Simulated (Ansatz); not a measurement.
Ideal-gas functions of C4H3N, SMILES `C#CN=C=C` at 298.15 K and 1 bar, from an Ansatz frequency run at PBE0-D4/def2-TZVP.

Molar mass 65.08 g/mol, point group Cs (symmetry number 1), electronic degeneracy 1, moments of inertia 10.873, 192.668, 200.018 u Å². Harmonic wavenumbers (cm⁻¹, unscaled): 134, 300, 387, 448, 571, 595, 622, 669, 730, 891, 972, 1293, 1455, 2160, 2247, 3175, 3264, 3492.

Use S(trans) = R[1.5 ln M + 2.5 ln T − 1.1517]; rotational temperatures θ = 24.2544 K / I; S(rot) = R[ln(√π/σ · √(T³/θAθBθC)) + 1.5]; for each mode x = 1.438777 ν̃/T, S = R[x/(eˣ − 1) − ln(1 − e⁻ˣ)] and H = RT x/(eˣ − 1); 1 cm⁻¹ = 0.0119627 kJ/mol; R = 8.31446 J/(mol·K).

Q: By hand: the entropy, in J/(mol·K).

A: Translation 160.9. Rotation: θ = 2.2307, 0.1259, 0.1213 K, giving 102.3. Vibration, mode by mode: 12.08, 5.93, 4.23, 3.35, 2.10, 1.92, 1.73, 1.44, 1.14, 0.61, 0.44, 0.12, 0.06, 0.00, 0.00, 0.00, 0.00, 0.00, in all 35.2. Electronic 0.0. Sum 298.4 J/(mol·K).

Q: By hand: H − E and G − E in kJ/mol, counted from the electronic energy.

A: Zero-point energy ½ × 23405 × 0.0119627 = 140.0; thermal vibration 6.6; translation, rotation and pV give 4 RT = 9.9. H − E = 156.5 kJ/mol, and G − E = 156.5 − 298.15 × 298.4/1000 = 67.5 kJ/mol.

Vibration gives 12 % of the entropy, 12.1 J/(mol·K) of it from the mode under 150 cm⁻¹: soft modes count most, and the harmonic formula is weakest for them.
